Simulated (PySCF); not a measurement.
Molecule: `O=S=O`, O2S.

Mapped SMILES: `[O:1]=[S:2]=[O:3]`.

Geometry PBE0-D3(BJ)/def2-SVP throughout; GIAO in PySCF 2.14.0 with density-fitted response routines, gas phase, one conformer, non-relativistic; equivalent atoms averaged; basis pcSseg-2.

(1) How do the absolute shieldings σ depend on the functional? (ppm; last column core-seconds on shared hosts with different chips, so compare them loosely; the GGAs took longer than the global hybrids here, which isn't the general rule, and the cause wasn't traced)

(2) Which nucleus moves most, in ppm?

Answers

(1) 
```csv
functional,kind,O1/O3,S2,core-s
HF,Hartree–Fock,-373.3,-441.5,1.1
LDA,LDA,-350.2,-323.8,2.9
PBE,GGA,-341.6,-281.4,3.6
BLYP,GGA,-346.3,-301.1,3.3
BP86,GGA,-340.8,-285.4,3.4
OPBE,GGA,-325.2,-236.4,3.6
KT2,GGA,-322.8,-210.8,3.6
KT3,GGA,-319.8,-207.6,3.6
B97-D,GGA,-331.2,-274.2,3.4
B3LYP,global hybrid,-360.5,-340.6,2.3
PBE0,global hybrid,-359.1,-329.5,2.3
mPW1PW91,global hybrid,-362.2,-335.8,2.3
WP04,global hybrid,-371.1,-345.4,1.5
B97-2,global hybrid,-348.2,-311.7,2.4
BHandHLYP,global hybrid,-372.2,-388.9,2.3
CAM-B3LYP,range-separated hybrid,-353.4,-362.6,3.1
wB97X-D,range-separated hybrid,-358.9,-340.9,3
LC-wPBE,range-separated hybrid,-333.6,-355.9,4.5
```

(2) S2 (sulfur bonded to 2 O): from -441.5 ppm with HF to -207.6 ppm with KT3. The smallest spread is 53.5 ppm, at O1/O3.
